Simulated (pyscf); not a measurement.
## Substitution at C: H₃C–O–Si(CH₃)(O–CH₃)–O–CH₃ + H• → CH₄ + H₃C–O–Si(CH₃)(O•)–O–CH₃

Gas phase, doublet surface, charge 0. Bonds broken: C1–O2. Bonds formed: C1–H21. Single points on ωB97X-D3(BJ)/def2-SVP structures (PySCF, gas phase).

Transition state (Å):

```xyz
21

C     -2.1427     0.7368     1.9778
O     -1.3620     1.3492     0.5951
Si    -0.2657     0.3896    -0.1748
C     -0.1996     0.7557    -1.9902
O      1.2887     0.5762     0.3986
C      1.5920     0.5635     1.7712
O     -0.7338    -1.1887     0.1476
C      0.0161    -2.3024    -0.2745
H     -1.4584     1.1903     2.7045
H     -2.0262    -0.3210     1.6927
H     -3.0869     1.2519     1.7756
H      0.0008     1.8249    -2.1584
H      0.6039     0.1792    -2.4750
H     -1.1572     0.5024    -2.4704
H      2.6863     0.5622     1.8979
H      1.1881    -0.3357     2.2750
H      1.1873     1.4563     2.2826
H     -0.3385    -3.1985     0.2592
H      1.0933    -2.1735    -0.0633
H     -0.1024    -2.4821    -1.3591
H     -2.7584     0.1566     3.0779
```

One imaginary mode, 1450i cm⁻¹; descent along it reached the two sides named.

| bond | change | reactant side (Å) | saddle | product side |
|---|---|---|---|---|
| C1–O2 | breaks | 1.409 | 1.702 | 3.2 |
| C1–H21 | forms | 3.6 | 1.388 | 1.100 |

Electronic energies relative to the separated reactants (eV):

```csv
level,barrier,reaction energy,reverse barrier
ωB97X-D3(BJ)/def2-TZVP,1.31,-0.58,1.88
PBE/def2-TZVP,0.85,-0.66,1.52
r²SCAN/def2-TZVP,0.87,-0.75,1.62
B3LYP-D3(BJ)/def2-TZVP,1.01,-0.74,1.75
PBE0-D3(BJ)/def2-TZVP,1.10,-0.56,1.67
M06-2X/def2-TZVP,1.29,-0.47,1.76
ωB97M-D3(BJ)/def2-TZVP,1.24,-0.62,1.86
HF/def2-TZVP,2.16,-1.10,3.26
```

With ωB97M-D3(BJ)/def2-TZVP energies and thermal terms (ideal gas, 1 atm, RRHO with modes under 100 cm⁻¹ raised to 100, one conformer, R ln 2 for chiral ones without a mode under 150 cm⁻¹), in eV:

```csv
T (K),ΔH‡,ΔG‡,ΔH,ΔG
298,1.22,1.52,-0.52,-0.67
600,1.20,1.83,-0.56,-0.80
900,1.19,2.14,-0.62,-0.91
1200,1.18,2.46,-0.67,-1.00
```

Abstraction by the radical was not located in this set and often lies lower. H₃C–O–Si(CH₃)(O–CH₃)–O–CH₃ lies 0.74 eV over its isomer H₃C–CH₂–O–Si(CH₃)(OH)–O–CH₃ (electronic energy, ωB97M-D3(BJ)/def2-TZVP). One saddle was located; it need not be the lowest between these sides. The angle at the attacked C is 176°.
